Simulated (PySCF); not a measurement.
Spectrum to structure. The calculation used TDDFT CAM-B3LYP/def2-SVPD, vertical, gas phase, core orbitals frozen in the response in PySCF 2.14.0, density-fitted response routines. Geometries: PBE0-D3(BJ)/def2-SVP, one conformer each.

```tsv
state	E (eV)	λ (nm)	f
S1	3.54	350.6	0.0005
S2	4.99	248.6	0.174
S3	5.58	222.2	0.0005
S4	6.33	196.0	0.0008
S5	7.45	166.5	0.0001
S6	7.69	161.3	0.018
S7	7.93	156.3	0.0069
S8	8.11	152.9	0.0011
S9	8.33	148.8	0.041
S10	8.38	147.9	0.030
```

Triplets computed (Tamm–Dancoff): 3.00, 3.01, 5.25 eV.

**Question.** Which candidate is it? All have the formula C4H4O.
A. `O=CC1=CC1`
B. `C#CCC=O`
C. `Cc1cc1=O`

**Answer.** A. Its S1, at 3.54 eV, is the lowest among the candidates; the nearest of the others has S1 at 4.32 eV. S1 is HOMO-1→LUMO (95%). Löwdin shares by element: HOMO carbon 71% or more, oxygen 9% (atoms not listed hold the other 20%); LUMO carbon 66% or more, oxygen 23%. At the same level the other candidates give, for their lowest levels:
- `Cc1cc1=O`: 4.63 eV (f 0.000); 5.55 eV (f 0.000); 6.37 eV (f 0.006); 6.82 eV (f 0.083); 7.47 eV (f 0.049); T1 4.21 eV; HOMO -8.21, LUMO 0.37 eV
- `C#CCC=O`: 4.32 eV (f 0.000); 6.34 eV (f 0.001); 6.64 eV (f 0.009); 6.71 eV (f 0.002); 7.03 eV (f 0.002); T1 3.72 eV; HOMO -9.14, LUMO 0.05 eV

Shape of the structure used: `[O:1]=[CH:2][C:3]1=[CH:4][CH2:5]1`: O1–C2–C3–C4 2°.
